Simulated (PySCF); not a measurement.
tetrafluoroethylene (C2F4), SMILES FC(F)=C(F)F. Heavy atoms are numbered as in [F:1][C:2]([F:3])=[C:4]([F:5])[F:6].

Geometry optimised at B3LYP-D3(BJ)/def2-SVP.

Level of theory: PySCF with PBE/pcSseg-1.

GIAO shieldings, no solvent; atoms alike by connectivity are averaged. δ = σ(ref) − σ: ¹⁹F against CFCl3 (σ = 133.6 ppm); ¹³C against TMS (σ = 182.0 ppm), references at their B3LYP-D3(BJ)/def2-TZVP geometries, non-relativistic.

Computed chemical shifts:
```
nucleus  atoms  count  δ (ppm)
-------  -----  -----  -------
¹⁹F         F1      4   -159.3
¹³C         C2      2    155.9
```
